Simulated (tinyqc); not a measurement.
Worked calculation: MP2 on RHF in the sto-3g basis, for H2O, spin multiplicity 1. One step of it, computed by the program tinyqc.

Task: Second-order Moller-Plesset energy. E2 = sum_ijab (ia|jb) [2 (ia|jb) - (ib|ja)] / (e_i + e_j - e_a - e_b) over occupied i, j and virtual a, b; the opposite-spin part is (ia|jb)^2 / denominator, the rest is same-spin, and SCS-MP2 scales them by 6/5 and 1/3.

orbital energies (hartree): MO1 -20.247002, MO2 -1.298279, MO3 -0.623520, MO4 -0.475213, MO5 -0.399284, MO6 0.650386, MO7 0.769882

Two-electron integrals over orbitals (pq|rs), unique and non-zero (hartree):
```
(11|11) 4.743978    (21|11) -0.412586   (21|21) 0.057284    (22|11) 1.002026
(22|21) -0.011958   (22|22) 0.735987    (31|11) 0.009754    (31|21) -0.001071
(31|22) 0.001207    (31|31) 0.011540    (32|11) -0.002738   (32|21) 0.000622
(32|22) 0.005878    (32|31) 0.018364    (32|32) 0.146542    (33|11) 0.818096
(33|21) -0.004384   (33|22) 0.657667    (33|31) -0.000453   (33|32) -0.002765
(33|33) 0.647223    (41|11) 0.196063    (41|21) -0.023497   (41|22) 0.017747
(41|31) 0.000797    (41|32) 0.000040    (41|33) 0.006997    (41|41) 0.028831
(42|11) -0.127055   (42|21) 0.009839    (42|22) 0.012792    (42|31) -0.000053
(42|32) 0.000232    (42|33) 0.006786    (42|41) 0.017701    (42|42) 0.119649
(43|11) 0.010438    (43|21) -0.000486   (43|22) 0.002975    (43|31) -0.004210
(43|32) 0.015318    (43|33) 0.001862    (43|41) -0.000574   (43|42) -0.004488
(43|43) 0.047125    (44|11) 1.004604    (44|21) -0.014337   (44|22) 0.672322
(44|31) 3.05e-06    (44|32) -0.003185   (44|33) 0.607715    (44|41) -0.011534
(44|42) -0.104007   (44|43) 0.006181    (44|44) 0.792729    (51|51) 0.026063
(52|51) 0.032179    (52|52) 0.142458    (53|51) -0.000751   (53|52) -0.002452
(53|53) 0.029925    (54|51) -0.014432   (54|52) -0.049460   (54|53) 0.001606
(54|54) 0.058713    (55|11) 1.115332    (55|21) -0.011547   (55|22) 0.746297
(55|31) 0.000269    (55|32) -0.001289   (55|33) 0.639715    (55|41) 0.005474
(55|42) -0.067926   (55|43) 0.005820    (55|44) 0.732524    (55|55) 0.880159
(61|11) 0.237567    (61|21) -0.035948   (61|22) -0.000730   (61|31) 0.002971
(61|32) 0.003254    (61|33) -0.000583   (61|41) 0.001277    (61|42) -0.020376
(61|43) -0.000150   (61|44) 0.020470    (61|55) 0.006114    (61|61) 0.032618
(62|11) -0.311866   (62|21) 0.006236    (62|22) -0.144503   (62|31) 0.001770
(62|32) 0.007540    (62|33) -0.081681   (62|41) -0.018797   (62|42) -0.017587
(62|43) -0.006325   (62|44) -0.087459   (62|55) -0.159013   (62|61) 0.007613
(62|62) 0.103320    (63|11) 0.060662    (63|21) -0.001327   (63|22) 0.024357
(63|31) -0.003696   (63|32) 0.033194    (63|33) 0.016110    (63|41) 0.000163
(63|42) -0.012593   (63|43) 0.025580    (63|44) 0.024847    (63|55) 0.032403
(63|61) 0.000316    (63|62) -0.018291   (63|63) 0.067016    (64|11) -0.212446
(64|21) 0.002241    (64|22) -0.087814   (64|31) -0.001675   (64|32) -0.012849
(64|33) -0.043058   (64|41) -0.001223   (64|42) 0.035589    (64|43) -0.002938
(64|44) -0.121141   (64|55) -0.111389   (64|61) -0.001442   (64|62) 0.056524
(64|63) -0.020752   (64|64) 0.068466    (65|51) -0.015675   (65|52) -0.058347
(65|53) 0.004883    (65|54) 0.003232    (65|65) 0.038904    (66|11) 0.823716
(66|21) -0.006914   (66|22) 0.626762    (66|31) -0.002442   (66|32) -0.029811
(66|33) 0.581972    (66|41) 0.021546    (66|42) 0.057080    (66|43) -0.014392
(66|44) 0.556990    (66|55) 0.598372    (66|61) -0.009142   (66|62) -0.099675
(66|63) -0.010410   (66|64) -0.038776   (66|66) 0.616461    (71|11) 0.044066
(71|21) -0.006888   (71|22) -0.000796   (71|31) -0.015233   (71|32) -0.022775
(71|33) 0.000842    (71|41) 0.000724    (71|42) -0.002993   (71|43) 0.005918
(71|44) 0.003366    (71|55) 0.001101    (71|61) 0.002405    (71|62) -0.001775
(71|63) 0.004592    (71|64) 0.001929    (71|66) 0.002476    (71|71) 0.021515
(72|11) -0.060471   (72|21) 0.001112    (72|22) -0.027139   (72|31) -0.013375
(72|32) -0.033587   (72|33) -0.012806   (72|41) -0.002868   (72|42) 0.000360
(72|43) 0.036223    (72|44) -0.019382   (72|55) -0.030234   (72|61) -0.001855
(72|62) 0.008855    (72|63) 0.033542    (72|64) 0.012557    (72|66) -0.021514
(72|71) 0.016901    (72|72) 0.061630    (73|11) -0.351628   (73|21) 0.007637
(73|22) -0.123950   (73|31) -0.000305   (73|32) 0.009136    (73|33) -0.088924
(73|41) 0.001130    (73|42) 0.078659    (73|43) -0.001012   (73|44) -0.156766
(73|55) -0.181531   (73|61) -0.007453   (73|62) 0.073925    (73|63) -0.015190
(73|64) 0.074304    (73|66) -0.039814   (73|71) -0.001039   (73|72) 0.020104
(73|73) 0.150324    (74|11) -0.025421   (74|21) 0.000330    (74|22) -0.007735
(74|31) 0.010319    (74|32) 0.079045    (74|33) -0.007734   (74|41) -0.000518
(74|42) 0.002007    (74|43) -0.005980   (74|44) -0.015057   (74|55) -0.012734
(74|61) 0.002323    (74|62) 0.011146    (74|63) 0.037522    (74|64) -0.003785
(74|66) -0.024053   (74|71) -0.013447   (74|72) -0.013187   (74|73) 0.016318
(74|74) 0.070247    (75|51) -0.002898   (75|52) -0.010877   (75|53) -0.022892
(75|54) 0.001474    (75|65) 0.002775    (75|75) 0.023996    (76|11) -0.003299
(76|21) 0.000407    (76|22) 0.004706    (76|31) 0.008844    (76|32) 0.092414
(76|33) -0.007155   (76|41) 0.002840    (76|42) 0.009882    (76|43) 0.040954
(76|44) -0.010096   (76|55) -0.002600   (76|61) -0.000412   (76|62) -0.006442
(76|63) 0.052781    (76|64) -0.011601   (76|66) -0.028199   (76|71) -0.011366
(76|72) 0.012848    (76|73) 0.016370    (76|74) 0.053432    (76|76) 0.102175
(77|11) 0.863960    (77|21) -0.008989   (77|22) 0.629097    (77|31) 0.003522
(77|32) 0.033286    (77|33) 0.617382    (77|41) 0.005067    (77|42) -0.007447
(77|43) 0.014927    (77|44) 0.607977    (77|55) 0.623923    (77|61) 0.005116
(77|62) -0.069303   (77|63) 0.033074    (77|64) -0.041280   (77|66) 0.564120
(77|71) -0.003296   (77|72) -0.009250   (77|73) -0.078776   (77|74) 0.015064
(77|76) 0.027388    (77|77) 0.632236
```

Hartree-Fock energy = -74.95184949 hartree

Give: Terms; Pair energies; MP2 correlation energy; SCS-MP2 correlation energy; MP2 total energy.

Result:

Terms (the 40 largest of 68):

| i | j | a | b | (ia\|jb) | (ib\|ja) | denominator | term |
|---|---|---|---|---|---|---|---|
| 3 | 3 | 7 | 7 | 0.1503 | 0.1503 | -2.7868 | -0.0081 |
| 4 | 3 | 6 | 7 | 0.0743 | 0.0375 | -2.5190 | -0.0033 |
| 3 | 4 | 7 | 6 | 0.0743 | 0.0375 | -2.5190 | -0.0033 |
| 2 | 2 | 6 | 6 | 0.1033 | 0.1033 | -3.8973 | -0.0027 |
| 2 | 3 | 6 | 7 | 0.0739 | 0.0335 | -3.3421 | -0.0025 |
| 3 | 2 | 7 | 6 | 0.0739 | 0.0335 | -3.3421 | -0.0025 |
| 4 | 4 | 6 | 6 | 0.0685 | 0.0685 | -2.2512 | -0.0021 |
| 4 | 4 | 7 | 7 | 0.0702 | 0.0702 | -2.4902 | -0.0020 |
| 3 | 3 | 6 | 6 | 0.0670 | 0.0670 | -2.5478 | -0.0018 |
| 4 | 2 | 6 | 6 | 0.0565 | 0.0565 | -3.0743 | -0.0010 |
| 2 | 4 | 6 | 6 | 0.0565 | 0.0565 | -3.0743 | -0.0010 |
| 2 | 2 | 7 | 7 | 0.0616 | 0.0616 | -4.1363 | -0.0009 |
| 5 | 5 | 6 | 6 | 0.0389 | 0.0389 | -2.0993 | -0.0007 |
| 5 | 5 | 7 | 7 | 0.0240 | 0.0240 | -2.3383 | -2.46e-04 |
| 3 | 4 | 6 | 6 | -0.0208 | -0.0208 | -2.3995 | -1.79e-04 |
| 4 | 3 | 6 | 6 | -0.0208 | -0.0208 | -2.3995 | -1.79e-04 |
| 2 | 3 | 7 | 7 | 0.0201 | 0.0201 | -3.4616 | -1.17e-04 |
| 3 | 2 | 7 | 7 | 0.0201 | 0.0201 | -3.4616 | -1.17e-04 |
| 3 | 2 | 6 | 6 | -0.0183 | -0.0183 | -3.2226 | -1.04e-04 |
| 2 | 3 | 6 | 6 | -0.0183 | -0.0183 | -3.2226 | -1.04e-04 |
| 3 | 4 | 7 | 7 | 0.0163 | 0.0163 | -2.6385 | -1.01e-04 |
| 4 | 3 | 7 | 7 | 0.0163 | 0.0163 | -2.6385 | -1.01e-04 |
| 3 | 3 | 7 | 6 | -0.0152 | -0.0152 | -2.6673 | -8.65e-05 |
| 3 | 3 | 6 | 7 | -0.0152 | -0.0152 | -2.6673 | -8.65e-05 |
| 3 | 2 | 6 | 7 | 0.0335 | 0.0739 | -3.3421 | 6.87e-05 |
| 2 | 3 | 7 | 6 | 0.0335 | 0.0739 | -3.3421 | 6.87e-05 |
| 2 | 4 | 7 | 6 | 0.0126 | 0.0111 | -3.1938 | -5.49e-05 |
| 4 | 2 | 6 | 7 | 0.0126 | 0.0111 | -3.1938 | -5.49e-05 |
| 4 | 2 | 7 | 7 | -0.0132 | -0.0132 | -3.3133 | -5.25e-05 |
| 2 | 4 | 7 | 7 | -0.0132 | -0.0132 | -3.3133 | -5.25e-05 |
| 4 | 2 | 7 | 6 | 0.0111 | 0.0126 | -3.1938 | -3.40e-05 |
| 2 | 4 | 6 | 7 | 0.0111 | 0.0126 | -3.1938 | -3.40e-05 |
| 1 | 1 | 6 | 6 | 0.0326 | 0.0326 | -41.7948 | -2.55e-05 |
| 2 | 2 | 6 | 7 | 0.0089 | 0.0089 | -4.0168 | -1.95e-05 |
| 2 | 2 | 7 | 6 | 0.0089 | 0.0089 | -4.0168 | -1.95e-05 |
| 2 | 1 | 7 | 7 | 0.0169 | 0.0169 | -23.0850 | -1.24e-05 |
| 1 | 2 | 7 | 7 | 0.0169 | 0.0169 | -23.0850 | -1.24e-05 |
| 3 | 4 | 6 | 7 | 0.0375 | 0.0743 | -2.5190 | -1.10e-05 |
| 4 | 3 | 7 | 6 | 0.0375 | 0.0743 | -2.5190 | -1.10e-05 |
| 1 | 1 | 7 | 7 | 0.0215 | 0.0215 | -42.0338 | -1.10e-05 |

Pair energies (hartree; pair i-j sums ij and ji):

| pair | opposite spin | same spin |
|---|---|---|
| 1-1 | -3.67e-05 | 0 |
| 2-1 | -3.04e-05 | -5.64e-10 |
| 2-2 | -0.0037 | 0 |
| 3-1 | -6.98e-06 | -1.30e-05 |
| 3-2 | -0.0044 | -0.0010 |
| 3-3 | -0.0100 | 0 |
| 4-1 | -1.73e-05 | -1.40e-08 |
| 4-2 | -0.0024 | -1.25e-06 |
| 4-3 | -0.0061 | -0.0011 |
| 4-4 | -0.0041 | 0 |
| 5-5 | -0.0010 | 0 |

MP2 correlation energy = -0.033754 hartree

SCS-MP2 correlation energy = -0.038715 hartree

MP2 total energy = -74.985603 hartree
